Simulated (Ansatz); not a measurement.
System: rock-salt NaCl. Method: G0W0@PBEsol in Ansatz (hard PAW, contour deformation).

The cell has the measured lattice parameters. Conventional cell: a = 5.6357 Å, b = 5.6357 Å, c = 5.6357 Å, α = 90.00°, β = 90.00°, γ = 90.00°.

The quasiparticle gap at Γ at a fixed k mesh 2×2×2:

```csv
response cutoff,value (eV)
"150 eV, 343 empty bands",7.529
"200 eV, 528 empty bands",7.594
"250 eV, 738 empty bands",7.634
"300 eV, 970 empty bands",7.658
```

Problem. Taking the value to converge with the response cutoff E as E^(−3/2), extrapolate from the last two rows.

Solution. With y = y∞ + c/w and weights w = 3953 and 5196 for the last two rows, y∞ = (w2 y2 − w1 y1)/(w2 − w1) = (5196 × 7.658 − 3953 × 7.634)/1243 = 7.734 eV, which lies 0.076 beyond the last row. Successive pairs of rows give 7.714, 7.735, 7.734. The limit also hangs on the law assumed, so its last digits aren't firm.

The other settings are not extrapolated, so this is the limit in one setting alone.

Ansatz is a first-principles code.
